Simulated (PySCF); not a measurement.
# State search for NaH

Unrestricted PBE0; basis Na def2-SVPD, H def2-SVPD; no relativity; PySCF 2.14. Outer shells of the fragments: Na 3s1; H 1s1.

Followed along the bond (rough minima from three points):

```csv
2Ms+1,unpaired,⟨S²⟩ at the start,R at minimum (Å),Te (eV)
1,none,0.00,1.89,0.00
3,σ ↑↑,2.00,none in the scan,≤ 2.32
```

Solutions found at the starting distance of 1.895 Å, counted from the lowest of them; the search is not exhaustive and high or unbound solutions are not listed, so other states can lie among these:

| 2Ms+1 | unpaired | term | E (eV) | ⟨S²⟩ | ⟨Lz²⟩ | μ (D) |
| --- | --- | --- | --- | --- | --- | --- |
| 1 | none | ¹Σ⁺ | 0.00 | 0.00 | 0.00 | -6.21 |
| 3 | σ ↑↑ | ³Σ⁺ | 2.50 | 2.00 | 0.00 | 3.79 |
| 3 | σ ↑, π ↑ | ³Π | 3.72 | 2.00 | 1.00 | -0.37 |
| 1 | σ ↑, π ↓ | mixed | 3.81 | 1.00 | 1.00 | 0.09 |

A term symbol is given only where ⟨S²⟩ and ⟨Lz²⟩ are close to those of a pure state; real π, δ and φ orbitals otherwise mix terms. A positive dipole means Na(−)H(+).

The measured ground state is X ¹Σ+ (Huber and Herzberg, Constants of Diatomic Molecules (1979)).

Counting both spins, an empty level lies below a filled one in some of these solutions, because spin and occupation are held.
